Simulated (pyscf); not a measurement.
PySCF, gas phase, ωB97X-D3(BJ)/def2-SVP geometries.

Q: `[NH2][GaH2]` + `[OH][SiH3]` → `[NH2][GaH][O][SiH3]` + `[H][H]`
Surface: singlet. Broken: Ga–H, H–O. Formed: Ga–O, H–H. Give ΔE‡ and ΔE from M06-2X/def2-TZVP, relative to the separated reactants.

A: ΔE‡ = 0.43 eV, ΔE = -0.82 eV. ωB97M-D3(BJ)/def2-TZVP gives 0.62 eV and -0.58 eV. Zero-point energy shifts the barrier by -0.06 eV. It is a four-centre exchange, with an imaginary mode of 1343i cm⁻¹. On the reactant side the descent ends in an adduct with a Ga–O contact, 0.44 eV under the separated species and 0.95 eV under the saddle at ωB97X-D3(BJ)/def2-TZVP. What is counted as formed (Ga–O) is already present as a longer contact in the reactant adduct; forming that adduct is a step of its own. At the saddle there is also a short Ga–H contact that neither side keeps. At ωB97X-D3(BJ) the barrier from the zero used here is 0.51 eV. This is the saddle that the search found; another between the same sides may lie lower. Elements up to Kr have no core potential and no relativistic terms here.
